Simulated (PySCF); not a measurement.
Isomers of C3H2ClN. Method: PBE0-D3(BJ)/def2-SVP geometry optimisation, gas phase (PySCF). Energies are electronic, without zero-point or thermal terms, for one conformer each. No frequencies were run at this level. Point groups hold within 0.08 Å.

Task: Order them by energy at this level, lowest first, and give relative energies in kJ/mol.
A. 2-chloroacrylonitrile (`C=C(Cl)C#N`)
B. `N#C/C=C\Cl`

Result: B (0.0), A (15.5).

```tsv
SMILES	E (Eh)	E rel (kJ/mol)	dipole (D)	point group	A, B, C (MHz)
N#C/C=C\Cl	-629.80712	0.0	4.10	Cs	9416, 2549, 2006
C=C(Cl)C#N	-629.80120	15.5	3.41	Cs	6930, 3156, 2168
```

Task: How do the relative energies change in single points at PBE0/pcSseg-1 (no added dispersion term) on the same geometries?

Result: 
| SMILES | PBE0-D3(BJ)/def2-SVP (kJ/mol) | PBE0/pcSseg-1 (kJ/mol) | shift |
| --- | --- | --- | --- |
| N#C/C=C\Cl | 0.0 | 0.0 | 0.0 |
| C=C(Cl)C#N | 15.5 | 14.9 | -0.6 |

Each column counts from its own lowest isomer. The order is unchanged; the largest shift is 0.6 kJ/mol.

Task: As an exercise, what shares would exp(−E/RT) give at 2000 K from these electronic energies alone (no entropy, no degeneracies)?

Result: RT = 16.629 kJ/mol: N#C/C=C\Cl 71.8 %, C=C(Cl)C#N 28.2 %.
